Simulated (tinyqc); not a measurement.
ROHF in the sto-3g basis, for H2O, spin multiplicity 3, step by step. One step of it, computed by the program tinyqc.

Task: Iteration 2: diagonalisation and new density. Diagonalise F' = X^T F X, C = X C', fill 6 alpha and 4 beta electrons from the bottom; D(s) = C_occ C_occ^T. Each column has its largest component positive (the first on a tie).

extrapolated F (hartree):
```
             1O 1s      1O 2s     1O 2px     1O 2py     1O 2pz      2H 1s      3H 1s
1O 1s   -20.348988  -5.179788   0.000000   0.000000  -0.002430  -0.552876  -0.552876
1O 2s    -5.179788  -2.442672   0.000000   0.000000   0.001489  -0.570687  -0.570687
1O 2px    0.000000   0.000000  -0.133742   0.000000   0.000000   0.000000   0.000000
1O 2py    0.000000   0.000000   0.000000  -0.318359   0.000000  -0.279468   0.279468
1O 2pz   -0.002430   0.001489   0.000000   0.000000  -0.329444  -0.216480  -0.216480
2H 1s    -0.552876  -0.570687   0.000000  -0.279468  -0.216480  -0.278102  -0.211451
3H 1s    -0.552876  -0.570687   0.000000   0.279468  -0.216480  -0.211451  -0.278102
```

X:
```
                1          2          3         4          5          6         7
1O 1s   -0.417397   0.000000   0.687136  0.000000   0.606197   0.000000  0.223911
1O 2s    0.921820   0.000000  -0.284393  0.000000   0.319322   0.000000  0.472116
1O 2px   0.000000   0.000000   0.000000  1.000000   0.000000   0.000000  0.000000
1O 2py   0.000000   0.786606   0.000000  0.000000   0.000000   0.698904  0.000000
1O 2pz   0.425639   0.000000   0.687238  0.000000  -0.599881   0.000000  0.230231
2H 1s   -0.563123  -0.686571  -0.227705  0.000000  -0.190012   0.400368  0.390448
3H 1s   -0.563123   0.686571  -0.227705  0.000000  -0.190012  -0.400368  0.390448
```

Give: F' = X^T F X; orbital energies; coefficients C; D(alpha) after iteration 2; D(beta) after iteration 2.

Result:

F' = X^T F X (hartree):
```
        1       2       3       4       5       6       7
1  -1.130   0.000   2.949   0.000   2.787   0.000   1.170
2   0.000   0.344   0.000   0.000   0.000  -0.046   0.000
3   2.949   0.000  -7.657   0.000  -8.088   0.000  -4.203
4   0.000   0.000   0.000  -0.134   0.000   0.000   0.000
5   2.787   0.000  -8.088   0.000  -9.590   0.000  -5.000
6   0.000  -0.046   0.000   0.000   0.000  -0.490   0.000
7   1.170   0.000  -4.203   0.000  -5.000   0.000  -3.518
```

orbital energies (hartree): MO1 -20.357, MO2 -1.210, MO3 -0.492, MO4 -0.453, MO5 -0.134, MO6 0.124, MO7 0.346

coefficients C:
```
           MO1     MO2     MO3     MO4    MO5     MO6     MO7
1O 1s    0.995  -0.251   0.000   0.056  0.000  -0.090   0.000
1O 2s    0.022   0.962   0.000  -0.295  0.000   0.493   0.000
1O 2px   0.000   0.000   0.000   0.000  1.000   0.000   0.000
1O 2py   0.000   0.000   0.741   0.000  0.000   0.000   0.747
1O 2pz   0.001  -0.001   0.000   0.767  0.000   0.691   0.000
2H 1s   -0.003   0.098   0.362   0.341  0.000  -0.657  -0.708
3H 1s   -0.003   0.098  -0.362   0.341  0.000  -0.657   0.708
```

D(alpha) after iteration 2:
```
         1O 1s   1O 2s  1O 2px  1O 2py  1O 2pz   2H 1s   3H 1s
1O 1s    1.064  -0.281   0.000   0.000  -0.018   0.051   0.051
1O 2s   -0.281   1.255   0.000   0.000   0.114  -0.331  -0.331
1O 2px   0.000   0.000   1.000   0.000   0.000   0.000   0.000
1O 2py   0.000   0.000   0.000   0.549   0.000   0.268  -0.268
1O 2pz  -0.018   0.114   0.000   0.000   1.066  -0.192  -0.192
2H 1s    0.051  -0.331   0.000   0.268  -0.192   0.688   0.427
3H 1s    0.051  -0.331   0.000  -0.268  -0.192   0.427   0.688
```

D(beta) after iteration 2:
```
         1O 1s   1O 2s  1O 2px  1O 2py  1O 2pz   2H 1s   3H 1s
1O 1s    1.056  -0.237   0.000   0.000   0.045  -0.008  -0.008
1O 2s   -0.237   1.012   0.000   0.000  -0.227  -0.007  -0.007
1O 2px   0.000   0.000   0.000   0.000   0.000   0.000   0.000
1O 2py   0.000   0.000   0.000   0.549   0.000   0.268  -0.268
1O 2pz   0.045  -0.227   0.000   0.000   0.589   0.262   0.262
2H 1s   -0.008  -0.007   0.000   0.268   0.262   0.257  -0.005
3H 1s   -0.008  -0.007   0.000  -0.268   0.262  -0.005   0.257
```
